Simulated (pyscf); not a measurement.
Insertion: Cl–C:–Cl [singlet] + hydrogen fluoride (HF) → F–CH(Cl)–Cl

Gas phase, singlet surface, charge 0. Bonds broken: F4–H5. Bonds formed: C2–F4, C2–H5. Single points on ωB97X-D3(BJ)/def2-SVP structures (PySCF, gas phase). Correlated levels are frozen-core, on RHF or UHF. ΔMP2 is the change of the MP2 total energy from the triple- to the quadruple-zeta basis.

Transition state (Å):

```xyz
5

Cl    -0.2258     0.4270     1.5513
C     -0.7878    -0.7061     0.4395
Cl    -0.9091    -2.2767     1.0346
F     -2.6332    -0.1434    -0.0616
H     -1.5316    -0.3427    -0.4777
```

One imaginary mode, 1217i cm⁻¹; descent along it reached the two sides named, in the forms told below.

```json
[
 {"bond": "F4–H5", "change": "breaks", "reactant side (Å)": "0.943", "saddle": "1.194", "product side": "1.999"},
 {"bond": "C2–F4", "change": "forms", "reactant side (Å)": "2.8", "saddle": "1.993", "product side": "1.340"},
 {"bond": "C2–H5", "change": "forms", "reactant side (Å)": "1.856", "saddle": "1.236", "product side": "1.098"}
]
```

Electronic energies relative to the separated reactants (eV):

| level | barrier | reaction energy | reverse barrier |
|---|---|---|---|
| ωB97X-D3(BJ)/def2-TZVP | 0.33 | -2.91 | 3.24 |
| PBE/def2-TZVP | -0.06 | -2.73 | 2.67 |
| r²SCAN/def2-TZVP | 0.03 | -2.85 | 2.88 |
| B3LYP-D3(BJ)/def2-TZVP | 0.22 | -2.74 | 2.96 |
| PBE0-D3(BJ)/def2-TZVP | 0.18 | -2.93 | 3.11 |
| M06-2X/def2-TZVP | 0.51 | -2.88 | 3.38 |
| ωB97M-D3(BJ)/def2-TZVP | 0.39 | -2.77 | 3.16 |
| HF/def2-TZVP | 1.21 | -2.68 | 3.89 |
| MP2/def2-QZVPP | 0.39 | -2.83 | 3.22 |
| CCSD/def2-TZVPP | 0.70 | -2.68 | 3.38 |
| CCSD(T)/def2-TZVPP | 0.56 | -2.63 | 3.19 |
| CCSD(T)/def2-TZVPP + ΔMP2(QZVPP) | 0.54 | -2.62 | 3.17 |

With CCSD(T)/def2-TZVPP + ΔMP2(QZVPP) energies and thermal terms (ideal gas, 1 atm, RRHO with modes under 100 cm⁻¹ raised to 100, one conformer, R ln 2 for chiral ones without a mode under 150 cm⁻¹), in eV:

```
T (K)   ΔH‡   ΔG‡     ΔH     ΔG
-----  ----  ----  -----  -----
298    0.52  0.93  -2.47  -2.02
600    0.50  1.36  -2.49  -1.55
900    0.50  1.79  -2.48  -1.08
1200   0.52  2.22  -2.46  -0.62
```

On the reactant side the descent ends in a bound adduct, 0.41 eV under the separated species and 0.75 eV under the saddle at ωB97X-D3(BJ)/def2-TZVP. At PBE the saddle lies under the separated reactants, which points to a path from their complex (located at ωB97X-D3(BJ) alone). One saddle was located; it need not be the lowest between these sides. The CCSD(T) − MP2 part came from Ansatz, without density fitting, on the same reference.
